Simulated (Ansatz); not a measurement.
## CH₅SSi, SMILES [CH2]S[SiH3]: a composite energy at a relaxed geometry, step by step

Program: the Python package of Ansatz (0.2.0).

At the Python prompt:
```pycon
>>> import itertools
>>> import ansatz as az
>>> from ase.data import atomic_numbers, covalent_radii
>>> import numpy as np
>>> system = (
...     az.Crystal.molecule()
...     .atom('C', (1.5992, -0.1808, 0.0381))
...     .atom('S', (0.341, 0.0325, 1.3292))
...     .atom('Si', (-1.273, -0.0392, -0.0871))
...     .atom('H', (2.5788, -0.395, 0.5122))
...     .atom('H', (1.6825, 0.7485, -0.5633))
...     .atom('H', (-1.1286, 1.0592, -1.0543))
...     .atom('H', (-1.247, -1.3263, -0.798))
...     .atom('H', (-2.5529, 0.101, 0.6231))
... )
>>> base = (
...     system.calculation()
...     .basis(gaussian='def2-SVP')  # the orbital basis, by name
...     .functional('pbe0')
...     .spin('collinear', total=1)
... )
>>> symbols = [site.symbol for site in system.cartesian_sites]
>>> start = np.array([site.position_ang for site in system.cartesian_sites], dtype=float)
>>> summary = base.relax(force_tolerance=0.01).run(threads=1).report
>>> end = np.array(summary['positions_ang'])
>>> # pairs closer than 1.2 times the sum of covalent radii, before or after
>>> radius = [covalent_radii[atomic_numbers[s]] for s in symbols]
>>> span = lambda where, i, j: np.linalg.norm(where[i] - where[j])
>>> bonded = [(i, j) for i, j in itertools.combinations(range(len(symbols)), 2) if min(span(start, i, j), span(end, i, j)) < 1.2 * (radius[i] + radius[j])]
>>> print('pair        before    after (A)')
pair        before    after (A)
>>> for i, j in bonded:
...     print(f'{symbols[i]}{i}-{symbols[j]}{j}'.ljust(10), f'{span(start, i, j):8.4f} {span(end, i, j):8.4f}')
...
C0-S1        1.8154   1.7265
C0-H3        1.1092   1.0908
C0-H4        1.1101   1.0917
S1-Si2       2.1485   2.1539
Si2-H5       1.4706   1.4934
Si2-H6       1.4706   1.4927
Si2-H7       1.4704   1.4895
>>> minimum = az.Crystal.molecule()
>>> for symbol, place in zip(symbols, end):
...     minimum = minimum.atom(symbol, place.tolist())
...
>>> at_minimum = minimum.calculation().spin('collinear', total=1)
>>> # MP2 extrapolated to the basis limit, plus the small-basis difference CCSD(T) - MP2
>>> level = lambda method, basis: at_minimum.basis(gaussian=basis).correlation(method).run(threads=1).report
>>> small, large, cluster = level('mp2', 'cc-pVDZ'), level('mp2', 'cc-pVTZ'), level('ccsd_t', 'cc-pVDZ')
>>> corr = lambda each: (each['free_energy_ev'] - each['reference_energy_ev']) / 27.211386246
>>> mp2_limit = (27 * corr(large) - 8 * corr(small)) / 19
>>> pieces = {'HF / cc-pVTZ': large['reference_energy_ev'] / 27.211386246, 'MP2 correlation, DZ-TZ limit': mp2_limit, 'CCSD(T) - MP2 / cc-pVDZ': corr(cluster) - corr(small)}
>>> for name, value in pieces.items():
...     print(f'{name:32s} {value:14.6f} Ha')
...
HF / cc-pVTZ                        -727.259600 Ha
MP2 correlation, DZ-TZ limit          -0.490484 Ha
CCSD(T) - MP2 / cc-pVDZ               -0.064385 Ha
>>> print(f'{"sum":32s} {sum(pieces.values()):14.6f} Ha')
sum                                 -727.814469 Ha
>>> print('T1 diagnostic', round(cluster['correlation']['coupled_cluster']['t1_diagnostic'], 4))
T1 diagnostic 0.0175
```

Total energies depend on the basis set; only differences at equal settings carry meaning. The sum leaves out core correlation, relativity, the Hartree-Fock basis error and zero-point energy; a DZ-TZ extrapolation is rough. The species is open-shell (spin multiplicity 2). Inner cores stay frozen, so this is valence correlation. For Al to Cl the sets with a tight d function, cc-pV(X+d)Z, are usual. An extrapolation from small basis sets is rough. Run time: 76 s on 1 thread of Arm Neoverse V1, with other jobs on the host, peak memory 0.43 GiB.
